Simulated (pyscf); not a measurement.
H₃C–Al(OH)–O–Al(OH)–OH (SMILES [CH3][Al]([OH])[O][Al]([OH])[OH]) + SiH₄ (SMILES [SiH4]) → H₃C–Al(OH)–O–Al(OH)–O–SiH₃ (SMILES [CH3][Al]([OH])[O][Al]([OH])[O][SiH3]) + H₂ (SMILES [H][H]) (four-centre exchange; singlet surface; H–O, H–Si broken, O–Si, H–H formed). PySCF, gas phase, ωB97X-D3(BJ)/def2-SVP geometries. Rate constants from transition-state theory, ωB97M-D3(BJ)/def2-TZVP energies (ideal gas, 1 atm, RRHO with modes under 100 cm⁻¹ raised to 100, one conformer, R ln 2 for chiral ones without a mode under 150 cm⁻¹; no tunnelling), k in cm³ molecule⁻¹ s⁻¹.

| T (K) | 1000/T | log10 k |
|---|---|---|
| 298 | 3.354 | -34.67 |
| 600 | 1.667 | -24.35 |
| 900 | 1.111 | ? |
| 1200 | 0.833 | -18.87 |

Fit an Arrhenius line to the three values, give the activation energy, and predict k at 900 K.

Least squares gives log10 k = -13.78 − 6.25 × 1000/T, so Ea = 6.25 × ln 10 × 1.987 = 28.6 kcal/mol, against an electronic barrier of 27.8. At 900 K the line gives -20.72; the computed value is -20.77 (ΔG‡ = 62.3 kcal/mol), close to the line. On the reactant side the descent ends in a complex (not fully relaxed), 7.1 kcal/mol under the separated species and 31.3 kcal/mol under the saddle at ωB97X-D3(BJ)/def2-TZVP. At ωB97X-D3(BJ)/def2-TZVP the barrier from the zero used here is 24.2 kcal/mol. One saddle was located; it need not be the lowest between these sides.
